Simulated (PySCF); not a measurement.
# hydroxylamine: gas-phase deprotonation enthalpies at several levels

Structure: `NO` (H3NO). Non-hydrogen atoms are numbered in `[NH2:1][OH:2]`.

All levels share the PBE0-D3(BJ)/ma-def2-SVP structures and the PBE0-D3(BJ)/ma-def2-SVP thermal terms; only the single-point energies (PySCF) change. Values are gas-phase deprotonation enthalpies (298 K, kJ/mol).

```
                              level    O2    N1    time
                   LDA/ma-def2-TZVP  1569  1626     4 s
           BLYP-D3(BJ)/ma-def2-TZVP  1582  1631   4.7 s
            PBE-D3(BJ)/ma-def2-TZVP  1590  1644   4.8 s
           BP86-D3(BJ)/ma-def2-TZVP  1591  1643     5 s
      CAM-B3LYP-D3(BJ)/ma-def2-TZVP  1603  1654     3 s
            PBE0-D3(BJ)/aug-pcseg-1  1604  1659   1.9 s
 ωB97M-D3(BJ)/ma-def2-TZVP (grid 3)  1605  1652   5.6 s
                PBE0-D3(BJ)/6-31+G*  1605  1667   1.2 s
r2SCAN-D3(BJ)/ma-def2-TZVP (grid 3)  1609  1660   8.3 s
            PBE0-D3(BJ)/aug-cc-pVDZ  1610  1664   1.9 s
       M06-2X/ma-def2-TZVP (grid 3)  1611  1661   5.5 s
 TPSSh-D3(BJ)/ma-def2-TZVP (grid 3)  1614  1664   5.6 s
                 HSE06/ma-def2-TZVP  1614  1668   6.1 s
          M06/ma-def2-TZVP (grid 3)  1615  1663   5.5 s
            PBE0-D3(BJ)/aug-cc-pVTZ  1616  1669   5.2 s
           PBE0-D3(BJ)/ma-def2-TZVP  1616  1671       –
            PBE0-D3(BJ)/ma-def2-SVP  1617  1673   1.4 s
        PBE0-D3(BJ)/jun-cc-pV(T+d)Z  1617  1669     3 s
             PBE0-D3(BJ)/def2-TZVPD  1618  1678   2.6 s
              PBE0-D3(BJ)/def2-SVPD  1618  1690   1.7 s
            PBE0-D3(BJ)/def2-QZVPPD  1619  1676   7.5 s
              PBE0-D3(BJ)/6-311+G**  1620  1672   1.8 s
                  OPBE/ma-def2-TZVP  1621  1681   4.7 s
        M06-L/ma-def2-TZVP (grid 3)  1622  1673   7.7 s
               LC-ωPBE/ma-def2-TZVP  1623  1679   5.7 s
                 B97-2/ma-def2-TZVP  1624  1677   2.3 s
             BHandHLYP/ma-def2-TZVP  1625  1677   2.2 s
              PBE0-D3(BJ)/def2-QZVP  1636  1688   6.6 s
                PBE0-D3(BJ)/pcseg-2  1641  1693   2.4 s
                    HF/ma-def2-TZVP  1650  1700  0.83 s
             PBE0-D3(BJ)/def2-TZVPP  1654  1706   2.8 s
                PBE0-D3(BJ)/cc-pVTZ  1678  1729   2.6 s
                PBE0-D3(BJ)/pcseg-1  1678  1731   1.3 s
                  PBE0-D3(BJ)/6-31G  1682  1737     1 s
             PBE0-D3(BJ)/def2-SV(P)  1696  1760   1.1 s
                 PBE0-D3(BJ)/6-31G*  1709  1766   1.2 s
               PBE0-D3(BJ)/def2-SVP  1719  1774   1.1 s
```

Times are wall times for all single points of a level on 1 thread of AMD EPYC 7B13, a shared host; the dash marks the run that also made the structures. BLYP, BP86, HSE06, LC-ωPBE, LDA, M06-L, OPBE, PBE, r2SCAN ran on a slower path of this set-up, which computes the density-fitting integrals anew in every SCF cycle while the other levels store them. So the times needn't show the usual order of cost, and those levels read slower than they are.

Hartree-Fock leaves out electron correlation, so its deprotonation energies can be off by tens of kJ/mol.

The widest spread is that of O2: 150 kJ/mol, from 1569 to 1719.

Bases without diffuse functions serve anions poorly.
